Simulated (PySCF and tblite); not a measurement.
The numbers below are computed, except where a source is named.
C4H9F, numbered as in [CH3:1][CH2:2][CH2:3][CH2:4][F:5].

Conformers came from 90 starts (ETKDG, MMFF94s, GFN2-xTB); geometries are PBE0-D3(BJ)/def2-SVP. Free energies are B3LYP-D3(BJ)/def2-SVP (IEF-PCM, chloroform) single points with GFN2-xTB rigid-rotor and vibrational terms (modes under about 100 cm⁻¹ blended into free rotors). Symmetry numbers and mirror images are counted. Conformers within 3 kcal/mol (GFN2-xTB free energy) were kept, 6 at most. (PySCF 2.14, tblite 0.8.)

An NOE distance is ⟨r⁻⁶⟩^(−1/6) over all pairs of like atoms and, for the average, over conformers.

Torsions listed: C1–C2–C3–C4, C2–C3–C4–F5. Of a mirror pair one member is shown.

| conformer | shape | weight % |
| --- | --- | --- |
| 1 | 176°, -62° | 44.1 |
| 2 | 63°, 56° | 21.0 |
| 3 | -67°, 67° | 17.4 |
| 4 | 180°, 180° | 10.7 |

Not shown: 1 more, 6.8 % in all.

Question: Which H–H contacts under 3.5 Å would NOEs report (pairs on one atom left out) at 298.15 K?

Answer: 
```csv
pair,in 1 (Å),in 2 (Å),in 3 (Å),in 4 (Å),average (Å)
H3 ··· H4,2.56,2.55,2.55,2.69,2.58
H1 ··· H2,2.63,2.63,2.63,2.63,2.63
H2 ··· H3,2.70,2.56,2.56,2.71,2.63
H1 ··· H3,2.95,3.26,3.25,2.95,3.07
H2 ··· H4,3.02,3.65,3.12,2.75,3.07
```

Longer pairs under the limit may be missing.

Question: In a model where alignment follows shape alone (order matrix 0.0005 × (3G/tr G − 1)/2, G the second moments of the atom positions; splitting J + 2D), what are the one-bond C–H dipolar couplings D?

Answer: H1 0.9 Hz (1.5 in conformer 1), H2 2.5 Hz (3.2 in conformer 1), H3 2.5 Hz (3.3 in conformer 1), H4 0.5 Hz (0.8 in conformer 1).
